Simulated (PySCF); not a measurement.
# Stretching AlH

Set-up: basis Al STO-3G, H STO-3G; no relativity; PySCF 2.14. Energies in eV from Al + H in their ground configurations at the same level. State: ¹Σ⁺ (singlet), closed shell.

Curves on a restricted Hartree–Fock reference rise too fast on stretching and do not dissociate correctly.

| R (Å) | RHF-MP2 | B97-3 |
| --- | --- | --- |
| 1.367 | -4.514 | -5.066 |
| 1.431 | -4.802 | -5.366 |
| 1.495 | -4.965 | -5.545 |
| 1.542 | -5.020 | -5.613 |
| 1.590 | -5.027 | -5.635 |
| 1.638 | -4.993 | -5.617 |
| 1.701 | -4.894 | -5.541 |
| 1.781 | -4.701 | -5.379 |
| 1.876 | -4.395 | -5.112 |
| 2.003 | -3.901 | -4.672 |

Problem. Put a parabola through the three lowest points of the RHF-MP2 curve and estimate Re, k and ωe (reduced mass 0.9715 u; 1 eV/Å² = 0.16022 mdyn/Å; ωe = 1302.8·√(k/μ) cm⁻¹).

Solution. Through R = 1.542, 1.59, 1.638 Å the second-order coefficient is 8.90 eV/Å², so Re ≈ 1.574 Å, k ≈ 2.85 mdyn/Å and ωe ≈ 2232 cm⁻¹. A polynomial fit of higher order to the unrounded RHF-MP2 energies gives Re = 1.573 Å, k = 3.05 mdyn/Å, ωe = 2309 cm⁻¹; anharmonicity and rounding make the difference.

The higher-order fit for each curve: RHF-MP2: Re = 1.573 Å, ωe = 2309 cm⁻¹, De = 5.03 eV; B97-3: Re = 1.591 Å, ωe = 2208 cm⁻¹, De = 5.64 eV.

Correlated steps freeze 5 core orbitals. Where the molecule has an RHF reference, its open-shell atoms are computed with UHF. STO-3G is very small, so such numbers show the basis as much as the molecule.
